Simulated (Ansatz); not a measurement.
# Other spins and charges of H3Ge–BH2, triplet at one geometry

Geometry (PBE0/def2-TZVP stationary point for this spin, not checked as a minimum):

```yaml
atoms:
  - { symbol: Ge, position_ang: [-0.0092, 0.0000, 0.3056] }
  - { symbol: B, position_ang: [0.1338, 0.0000, -1.8952] }
  - { symbol: H, position_ang: [0.7100, -1.2821, 0.7492] }
  - { symbol: H, position_ang: [0.7100, 1.2821, 0.7492] }
  - { symbol: H, position_ang: [-1.4876, 0.0000, 0.7272] }
  - { symbol: H, position_ang: [-0.3540, -1.0970, -1.9610] }
  - { symbol: H, position_ang: [-0.3540, 1.0970, -1.9610] }
```

Basis cc-pVTZ; Ansatz 0.2.0. Only valence electrons are correlated (noble-gas cores and the filled d shells of p-block atoms frozen). R marks a restricted (for open shells ROHF) determinant, U an unrestricted one. No spin–orbit coupling is included, and no scalar relativity.

Gaps are energies of the second state less the first, at fixed atoms, for a selection of the levels run; each method lands on the state that its own search finds for that charge and spin.

Removing an electron, to the doublet: 7.922 eV at UCCSDT(Q).

```
   level  gap (eV)  error (meV)
     UHF     7.428         -494
    UMP2     7.895          -27
   UCCSD     7.885          -37
UCCSD(T)     7.919           -3
 BCCD(T)     7.918           -4
  UCCSDT     7.920           -2
     PBE     7.934           12
  r2SCAN     8.068          146
   B3LYP     7.897          -25
 wB97M-V     7.813         -109
```

Functionals correlate the shells that the reference freezes, so part of their error here is the reference's.

Full CI isn't at hand for all of this; UCCSDT(Q) serves as the reference, and is uncertain by about the last step of the cluster series. The frozen core follows each run's orbitals, which can shift R against U totals by a few meV for light atoms and by up to 0.1 eV past Ca.
